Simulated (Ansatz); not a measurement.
CH6B, that is [BMeH3]- with one electron fewer, relaxed as a doublet with UKS PBE-D4/def2-TZVPD in Ansatz, starting from the PBE-D4/def2-TZVPD geometry of the charge -1 singlet. Force threshold 0.02 eV/Å.

Start:

```csv
atom,x (Å),y (Å),z (Å)
B1,-0.4188,0.3492,-0.6127
C2,0.4240,-0.3535,0.6203
H3,1.2914,0.2558,0.9468
H4,0.8323,-1.3479,0.3467
H5,-0.1969,-0.5143,1.5252
H6,-1.3845,-0.3676,-0.9515
H7,0.3148,0.5143,-1.6105
H8,-0.8624,1.4641,-0.2645
```

```csv
step,energy (eV),largest force component (eV/Å),SCF passes
1,-1805.3310,2.032,45
2,-1805.9932,0.673,22
3,-1806.1556,0.456,22
4,-1806.1907,0.236,20
5 (rejected),-1806.0896,0.659,25
6,-1806.2075,0.034,20
7,-1806.2079,0.009,21
```

Force components are those of the run's own axes.

End:

```xyz
8

B    -0.404    0.301   -0.495
C     0.415   -0.373    0.678
H     1.254    0.259    1.007
H     0.788   -1.369    0.397
H    -0.219   -0.524    1.568
H    -1.142   -0.476   -1.109
H    -0.118    0.665   -1.685
H    -0.574    1.517   -0.361
```

By distances, no bond broke or formed. The bond that changes most is B1–C2, from 1.65 to 1.58 Å (atoms count from 1).

No frequencies were taken in this run, so the end may be a saddle point.

Run time 10 s (2 threads of Arm Neoverse V1 on a shared host).
